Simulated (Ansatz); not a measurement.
Input file:

```yaml
crystal:
  periodic: [false, false, false]
  atoms:
    - {symbol: B, position_ang: [0.000000, 0.002242, 1.369962]}
    - {symbol: Al, position_ang: [0.000000, 0.002242, -0.688315]}
    - {symbol: H, position_ang: [0.000000, 0.991290, 1.844507]}
    - {symbol: H, position_ang: [0.000000, -1.075370, 1.887000]}
basis:
  gaussian: {orbitals: STO-3G}
magnetization: {spin_polarized: false, initial_magnetization: 2}
hamiltonian: {xc: {name: r2SCAN}}
correlation: {method: bccd, electrons: outside_noble_gas}
output: {forces: true}
```

```sh
$ ansatz run in.yaml --threads 1 --pin off --events-out ev --progress --plain --max-ram 2393MiB
```

Question: Roughly how long does this take on 1 thread of Arm Neoverse V1, shared host, and how much host memory?

Answer: 3.2 s wall and 0.1 GiB.

```
181 factors; integrals over basis functions are off by at most 1.2e-4 eV
mean field evaluation 1: about -7208.8237 eV, gradient 2.0e1 eV
mean field evaluation 2: about -7208.7963 eV, gradient 2.0e1 eV
mean field evaluation 4: about -7211.8530 eV, gradient 1.0e0 eV
mean field evaluation 8: about -7211.8640 eV, gradient 2.9e-2 eV
mean field evaluation 16: about -7211.8640 eV, gradient 1.2e-6 eV
mean field evaluation 32: about -7208.7792 eV, gradient 1.3e-1 eV
mean field -7211.86396471 eV, -265.0311123260 hartree, gradient 1.2e-6 eV, S^2 2.000000; 2 other end points of the search recorded, 0 dependent functions left out
mean field evaluation 64: about -7193.1279 eV, gradient 2.0e0 eV
6 core orbitals not correlated: weight in the atoms' cores, before any rotation towards them, 0.999 or more for the frozen orbitals, at most 0.000 for the correlated occupied ones
reference -7194.30479297 eV, -264.3858246666 hartree; 5, 3 occupied and 5, 7 virtual orbitals, 181 factors
second order -1.63255085 eV of doubles, -0.17900503 eV of singles
cycle   1  -2.24785768 eV  change   -4.3e-1 eV  update   6.3e-2
cycle   2  -2.47016840 eV  change   -2.2e-1 eV  update   2.6e-2
cycle   3  -2.49338303 eV  change   -2.3e-2 eV  update   7.3e-3
cycle   4  -2.49582691 eV  change   -2.4e-3 eV  update   3.1e-3
cycle   5  -2.49579138 eV  change    3.6e-5 eV  update   1.0e-3
cycle   6  -2.49557094 eV  change    2.2e-4 eV  update   3.4e-4
cycle   7  -2.49568773 eV  change   -1.2e-4 eV  update   1.8e-4
cycle   8  -2.49564011 eV  change    4.8e-5 eV  update   9.3e-5
cycle   9  -2.49559538 eV  change    4.5e-5 eV  update   3.0e-5
cycle  10  -2.49559809 eV  change   -2.7e-6 eV  update   9.6e-6
cycle  11  -2.49559803 eV  change    6.5e-8 eV  update   2.7e-6
cycle  12  -2.49559825 eV  change   -2.2e-7 eV  update   8.0e-7
the calculation of the forces begins
Total energy: -7196.80039121 eV, -264.4775362106 hartree
Atom 0 at     0.000000     0.002242     1.369962 Å, force    -0.000000    -3.055022    -2.685486 eV/Å
Atom 1 at     0.000000     0.002242    -0.688315 Å, force     0.000000    -0.023218     1.562275 eV/Å
Atom 2 at     0.000000     0.991290     1.844507 Å, force     0.000000     2.506837     1.327369 eV/Å
Atom 3 at     0.000000    -1.075370     1.887000 Å, force    -0.000000     0.571404    -0.204158 eV/Å
Dipole moment:     0.000000     0.011369    -1.038639 e Å
```

Forces (eV/Å):
```
B    0.000 -3.055 -2.685
Al   0.000 -0.023  1.562
H    0.000  2.507  1.327
H    0.000  0.571 -0.204
```
